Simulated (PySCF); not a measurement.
## Working out the electron affinity of P

P⁻ [Ne] 3s2 3p4 (3P) → P [Ne] 3s2 3p3 (4S). Calculation: PySCF 2.14, in def2-QZVPPD (10s6p5d2f1g, 76 functions); no relativity, point nucleus. Frozen: 1s2. Energies in hartree (1 hartree = 27.21139 eV):

| part | P⁻ (lower) | P (upper) |
| --- | --- | --- |
| UHF | -340.702276 | -340.719050 |
| CCSD correlation | -0.323919 | -0.291063 |
| (T) | -0.008764 | -0.006497 |

**Question.** What does Hartree-Fock give?

**Answer.** (-340.719050) − (-340.702276) = -0.016774 hartree = -0.456 eV.

**Question.** What do CCSD and CCSD(T) give?

**Answer.** The CCSD correlation energies differ by 0.032856 hartree = 0.894 eV and the triples by 0.002267 hartree = 0.062 eV, so CCSD gives 0.438 eV and CCSD(T) 0.500 eV.

A first-order spin-orbit estimate adds 0.012 eV to CCSD(T) (valence and next inner shell), giving 0.512 eV against 0.747 eV (measured; photodetachment measurements, as compiled on the Wikipedia data page of electron affinities).

What remains against the reference includes basis incompleteness, the frozen core and higher excitations.
